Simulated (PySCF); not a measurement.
# How methods differ on the ionisation energy of Cl

Cl [Ne] 3s2 3p5 (2P) → Cl⁺ [Ne] 3s2 3p4 (3P), as a difference of total energies. Computed with PySCF 2.14 in pcseg-2, with no relativity, point nucleus. Correlated levels: valence: [Ne] frozen. The calculations carry no spin-orbit coupling.

```json
{"method": "UHF", "ionisation energy (eV)": "11.794", "error (eV)": "-1.180"}
{"method": "MN15", "ionisation energy (eV)": "13.080", "error (eV)": "+0.106"}
{"method": "LDA", "ionisation energy (eV)": "13.220", "error (eV)": "+0.246"}
{"method": "MP2 (valence)", "ionisation energy (eV)": "12.638", "error (eV)": "-0.336"}
{"method": "SCS-MP2 (valence)", "ionisation energy (eV)": "12.636", "error (eV)": "-0.338"}
{"method": "CCSD (valence)", "ionisation energy (eV)": "12.598", "error (eV)": "-0.376"}
{"method": "CCSD(T) (valence)", "ionisation energy (eV)": "12.622", "error (eV)": "-0.352"}
```

Reference: 12.974 eV (measured; NIST levels, between the centres of gravity of the two terms).

Errors of the correlated levels include the incompleteness of this basis and the frozen core.
